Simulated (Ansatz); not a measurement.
# White tin (β-Sn)

The numbers are results of PBE (Ansatz, a program for electronic structure, plane waves, PAW), not measurements.

Run with plane-wave cutoff 500 eV, 26×26×26 k mesh, Fermi–Dirac smearing 0.1 eV, scalar-relativistic PAW data made under PBE.

Cell (relaxed at this level):

Sn is taken in the tetragonal space group I4₁/amd, origin choice 1 (No. 141), Pearson symbol tI4. Cell: a = 5.947 Å, b = 5.947 Å, c = 3.216 Å, α = 90.00°, β = 90.00°, γ = 90.00°. Sn on 4a has 6 Sn at 3.080–3.216 Å. (Neighbours: up to the widest gap in distance over summed covalent radii, below 1.35, at either atom.)
(The calculation used a cell of 2 atoms; values per cell refer to that cell.)

```
Item                                 Value
---------------------------  -------------
equilibrium volume per atom  28.43 Å³/atom
lattice constant a                 5.947 Å
c axis length                      3.216 Å
```

Measured, for comparison: lattice constant a 5.831 Å, lattice parameter c 3.181 Å (293 K, not corrected to a static lattice; as tabulated in Wikipedia's data pages). Computed (rounded) less measured: lattice constant a +2.0 %, lattice parameter c +1.1 %.

Spin–orbit coupling is not included.

Computed values are for the static lattice.
